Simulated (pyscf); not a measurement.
Structures and frequencies: ωB97X-D3(BJ)/def2-SVP in PySCF.

Question: Estimate the classical barrier height and the reaction energy of [H₂N–B–NH₂]• (SMILES N[B]N) + HCl (SMILES Cl) → H₂N–B(NH₂)–Cl (SMILES NB(N)Cl) + H• (SMILES [H]) at ωB97M-D3(BJ)/def2-TZVP. The step runs on the doublet surface, breaks Cl–H and forms B–Cl; take the separated reactants as zero.

Answer: ΔE‡ = 0.36 eV, ΔE = -0.93 eV. Zero-point energy shifts the barrier by -0.02 eV. It is an atom transfer, with an imaginary mode of 462i cm⁻¹. This is the saddle that the search found; another between the same sides may lie lower. The angle at the transferred Cl is 180°.
